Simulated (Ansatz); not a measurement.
Seven cases of bond dissociation energy with Al to Br (electronic energies, kcal/mol); geometries: B3LYP-D3(BJ)/def2-TZVP. The cases were drawn at random from those of this class that have a high level and all functionals, leaving out states under which another spin lies or may lie. Left out are anions, K, Ca, elements past Kr, ionisation of Li, Na and Mg, pi-pi* triplets of linear molecules and other triplets made from a closed-shell parent. Runs that doubt their state, and full CI more than 15 mEh from coupled cluster, are set aside; a case stays where another high level and all functionals remain. AFQMC serves as high level only in triple zeta or larger, with a steady walk, a bar under 0.8 kcal/mol and agreement with other high levels or trials where they ran; where none ran, an unstable determinant or (outside 3d species) a high T1 diagnostic also bars it, so strongly correlated cases are thinned. No case was kept or dropped by the size of a functional's miss. High levels with a bar over 0.5 kcal/mol are left out too, and the seventh case lies inside the range of the six. Affinities count positive where energy is released, gaps as the second state minus the first. PBE0 is by Ansatz (a first-principles code) in def2-TZVPD. High levels (Ansatz): P = CCSD(T)/CBS(cc-pV(T+d)Z,cc-pV(Q+d)Z) + [CCSDT(Q) - CCSD(T)]/cc-pV(D+d)Z + core + X2C; Q = CCSD(T)/CBS(cc-pVTZ,cc-pVQZ) + [CCSDT(Q) - CCSD(T)]/cc-pVDZ. Radicals and triplets start from unrestricted determinants; spin-orbit coupling is neglected. Correlated methods leave the cores frozen (noble-gas shells, and filled d and f shells in the p block). Rows without X2C or -DK are non-relativistic. CBS(X,Y): correlation extrapolated as X^-3, Hartree-Fock from the larger set. A bracket is a step between two methods taken in the basis named. Functionals run without relativity, which enters their misses. '+ core + X2C': CCSD(T) terms for core correlation (cc-pwCVTZ, 1s frozen past Ne) and scalar relativity (cc-pVTZ-DK). Where a partner has so few electrons that a lower coupled-cluster level is exact, that level stands in. Spin-orbit terms, left out, reach several kcal/mol for Br and I, and more for heavier atoms. The UHF reference of C2H3Si (C#C[SiH2], doublet) is spin-contaminated (<S^2> up to 0.10 over the pure value in the sets run).

```json
[
 {"case": "GeH2BrF (SMILES [GeH2]([Br])[F]) → GeHBrF (SMILES [F][GeH][Br], doublet) + H (doublet)", "PBE0": "83.0", "level": "Q", "high level": "88.3"},
 {"case": "BSiH4F (SMILES FB[SiH3]) → BHF (SMILES F[BH], doublet) + SiH3 (SMILES [SiH3], doublet)", "PBE0": "82.6", "level": "P", "high level": "86.9"},
 {"case": "SiN2H5Cl (SMILES N[SiH](N)Cl) → SiN2H5 (SMILES N[SiH]N, doublet) + Cl (doublet)", "PBE0": "115.8", "level": "P", "high level": "121.7"},
 {"case": "H4BPO (SMILES OBP) → BPH3 (SMILES [BH]P, doublet) + HO (SMILES [OH], doublet)", "PBE0": "144.3", "level": "P", "high level": "150.0"},
 {"case": "C2H4Si (ethynylsilane, SMILES C#C[SiH3]) → C2H3Si (SMILES C#C[SiH2], doublet) + H (doublet)", "PBE0": "90.1", "level": "P", "high level": "96.0"},
 {"case": "SiP2H6 (phosphanylsilylphosphane, SMILES P[SiH2]P) → SiPH4 (SMILES [SiH2]P, doublet) + PH2 (SMILES [PH2], doublet)", "PBE0": "69.4", "level": "P", "high level": "73.6"},
 {"case": "H5Si2OF (SMILES [SiH3]O[SiH2]F) → SiH3 (SMILES [SiH3], doublet) + H2SiOF (SMILES [O][SiH2]F, doublet)", "PBE0": "124.7", "level": "P", "high level": "withheld"}
]
```

Fit a straight line from PBE0 to the high level over the first six rows by least squares, predict the seventh, and compare with the calculation.

Means: PBE0 97.53, high level 102.75. Sxx = 3801.75, Sxy = 3872.84, slope 1.0187, intercept +3.39 kcal/mol; residual standard deviation 0.7 kcal/mol. Seventh row: 1.0187·(124.7) +3.39 = 130.4 kcal/mol. The calculation gave 135.2 kcal/mol: the line differs from it by -4.8, PBE0 itself by -10.5.
